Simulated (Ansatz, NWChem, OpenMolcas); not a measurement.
Computed against measured: atomisation enthalpy at 298 K

6 molecules without hydrogen; the atomisation enthalpy at 298 K in kJ/mol, computed less measured. Shapes, held fixed at every level: PBE0-D4/def2-TZVP. Thermal terms are harmonic and unscaled (PBE0-D4/def2-TZVP); the spin-orbit lowering of the free atoms is taken from their spectra. Programs: Ansatz 0.2.0, NWChem 7.3.0, OpenMolcas 26.06. A level may come from different programs for different species; with the same settings they agree closely. Measured values: Active Thermochemical Tables, NIST-JANAF tables.

Levels: A = HF/cc-pVTZ; B = HF/def2-TZVPP; C = r2SCAN/STO-3G; D = B3LYP/cc-pVTZ; E = B2PLYP/def2-TZVPP.

| molecule | from tabulated heats | A | B | C | D | E |
| --- | --- | --- | --- | --- | --- | --- |
| BOF (fluoro(oxo)borane) | 1501 | -453 | -454 | +98 | -27 | -24 |
| CO2 (carbon dioxide) | 1609 | -600 | -599 | -142 | -8 | -4 |
| CS2 (SMILES S=C=S) | 1154 | -494 | -480 | +206 | -24 | 0 |
| N2O (nitrous oxide) | 1112 | -769 | -768 | -326 | +21 | +14 |
| SiO2 (silicon dioxide molecule) | 1254 | -638 | -619 | -219 | -75 | -36 |
| NF3 (nitrogen trifluoride) | 843 | -701 | -702 | +107 | +9 | -16 |

Problem. Sum up the errors.

Solution. 
| level | kind | mean error | mean absolute error | worst case |
| --- | --- | --- | --- | --- |
| HF/cc-pVTZ | Hartree–Fock | -609.2 | 609.2 | N2O |
| HF/def2-TZVPP | Hartree–Fock | -603.7 | 603.7 | N2O |
| r2SCAN/STO-3G | meta-GGA | -46.0 | 183.0 | N2O |
| B3LYP/cc-pVTZ | global hybrid | -17.3 | 27.3 | SiO2 |
| B2PLYP/def2-TZVPP | double hybrid | -11.0 | 15.7 | SiO2 |

On this set B2PLYP/def2-TZVPP has the smallest mean absolute error and HF/cc-pVTZ the largest. HF/cc-pVTZ is too low in 6 of 6; HF/def2-TZVPP is too low in 6 of 6; B3LYP/cc-pVTZ is too low in 4 of 6; B2PLYP/def2-TZVPP is too low in 4 of 6. Heats of the atoms come from ATcT where it has them, that of boron, 570 kJ/mol, from recent work. The levels differ in basis as well as in method. The tabulated values of BOF, SiO2 are in doubt (older tables, estimates, or at odds with other calculations) and kept here. Over the 4 molecules whose values aren't doubted the mean absolute errors are A 641.0; B 637.2; C 195.2; D 15.5; E 8.5. The largest two are near a tie. Hartree–Fock lacks correlation and underbinds. The set is small.
